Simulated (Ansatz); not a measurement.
**CH3BF radical (SMILES C[B]F): functionals against CCSD(T) at one geometry**

Aim: energy, forces and dipole at a structure displaced at random from a GFN2-xTB minimum, from CCSD(T) and from density functionals.

Method: single points in def2-TZVPP; program: Ansatz 0.2.0, Gaussian basis.

Correlated methods freeze the cores. Orbitals are unrestricted.

### Step 1. Starting geometry

SMILES `C[B]F`, 6 atoms, charge 0, spin multiplicity 2.

Atoms are counted from 1 here; the program's logs count them from 0.

Bond lengths: C1–B2 1.570 Å, C1–H4 1.177 Å, C1–H5 1.205 Å, C1–H6 1.188 Å, B2–F3 1.265 Å. Angles: B2–C1–H4 105.0°, B2–C1–H5 103.8°, B2–C1–H6 118.6°, H4–C1–H5 100.0°, H4–C1–H6 110.3°, H5–C1–H6 117.0°, C1–B2–F3 119.2°.

Geometry (Å):

```xyz
6
charge 0, multiplicity 2
C    -0.3013    0.2586   -0.2881
B     0.2474   -1.0909    0.2981
F     1.4364   -1.1405    0.7257
H    -1.2120    0.5414    0.4017
H     0.5013    1.0793    0.0792
H    -0.6230    0.2921   -1.4309
```

### Step 2. CCSD(T)/def2-TZVPP

File run/in.yaml:

```yaml
crystal:
  periodic: [false, false, false]
  atoms:
    - {symbol: C, position_ang: [-0.301300, 0.258600, -0.288100]}
    - {symbol: B, position_ang: [0.247400, -1.090900, 0.298100]}
    - {symbol: F, position_ang: [1.436400, -1.140500, 0.725700]}
    - {symbol: H, position_ang: [-1.212000, 0.541400, 0.401700]}
    - {symbol: H, position_ang: [0.501300, 1.079300, 0.079200]}
    - {symbol: H, position_ang: [-0.623000, 0.292100, -1.430900]}
basis:
  gaussian: {orbitals: def2-TZVPP}
magnetization: {spin_polarized: true, initial_magnetization: 1}
correlation: {method: ccsd_t}
scf: {omitted_lower_state_checks: [cluster_reference]}
output: {forces: true}
```

The command line of these runs was not kept.

### Step 3. PBE0-D4/def2-TZVPP

run/in.yaml, as its differences from that of step 2:

```diff
@@ -12,4 +12,3 @@
 magnetization: {spin_polarized: true, initial_magnetization: 1}
-correlation: {method: ccsd_t}
-scf: {omitted_lower_state_checks: [cluster_reference]}
-output: {forces: true}
+hamiltonian: {xc: pbe0, dispersion: d4}
+output: {forces: true, orbitals: {seedname: orbitals}}
```

### Step 4. wB97M-V/def2-TZVPP

run/in.yaml, as its differences from that of step 3:

```diff
@@ -12,3 +12,3 @@
 magnetization: {spin_polarized: true, initial_magnetization: 1}
-hamiltonian: {xc: pbe0, dispersion: d4}
-output: {forces: true, orbitals: {seedname: orbitals}}
+hamiltonian: {xc: {name: wB97M-V}}
+output: {forces: true}
```

### Step 5. r2SCAN-D4/def2-TZVPP

run/in.yaml, as its differences from that of step 4:

```diff
@@ -12,3 +12,3 @@
 magnetization: {spin_polarized: true, initial_magnetization: 1}
-hamiltonian: {xc: {name: wB97M-V}}
+hamiltonian: {xc: r2scan, dispersion: d4}
 output: {forces: true}
```

### Step 6. PBE-D4/def2-TZVPP

run/in.yaml, as its differences from that of step 5:

```diff
@@ -12,3 +12,3 @@
 magnetization: {spin_polarized: true, initial_magnetization: 1}
-hamiltonian: {xc: r2scan, dispersion: d4}
+hamiltonian: {xc: pbe, dispersion: d4}
 output: {forces: true}
```

### Step 7. revPBE-D4/def2-TZVPP

run/in.yaml, as its differences from that of step 6:

```diff
@@ -12,3 +12,3 @@
 magnetization: {spin_polarized: true, initial_magnetization: 1}
-hamiltonian: {xc: pbe, dispersion: d4}
+hamiltonian: {xc: {name: revPBE}, dispersion: d4}
 output: {forces: true}
```

### Step 8. SPW92/def2-TZVPP

run/in.yaml, as its differences from that of step 7:

```diff
@@ -12,3 +12,3 @@
 magnetization: {spin_polarized: true, initial_magnetization: 1}
-hamiltonian: {xc: {name: revPBE}, dispersion: d4}
+hamiltonian: {xc: lda}
 output: {forces: true}
```

(Steps that only read results are left out.)

Q: Predict the outcome of this session. Wanted: energy less free atoms, CCSD(T)/def2-TZVPP; RMS force component; RMS force error; HOMO and LUMO, PBE0-D4; T1 diagnostic.

The runs gave:

| quantity | value |
| --- | --- |
| energy less free atoms, CCSD(T)/def2-TZVPP | -515.1 kcal/mol |
| RMS force component | 1.270 to 1.493 eV/Å over the methods |
| RMS force error | PBE0-D4 0.122, wB97M-V 0.084, r2SCAN-D4 0.107, PBE-D4 0.176, revPBE-D4 0.217, SPW92 0.299 eV/Å |
| HOMO and LUMO, PBE0-D4 | -5.72 and -1.23 eV |
| T1 diagnostic | 0.015 |

**Reading.** Against CCSD(T) the functionals' energies less atoms differ by -95.1 to -14.9 kcal/mol, PBE-D4 by -30.3 kcal/mol. A larger basis would deepen the CCSD(T) value, while the functionals are nearly converged already, so the order here is not reliable. On forces the order runs from wB97M-V to SPW92. Frozen-core CCSD(T) forces in triple zeta carry basis errors of their own, and this is one geometry, so small gaps rank nothing.
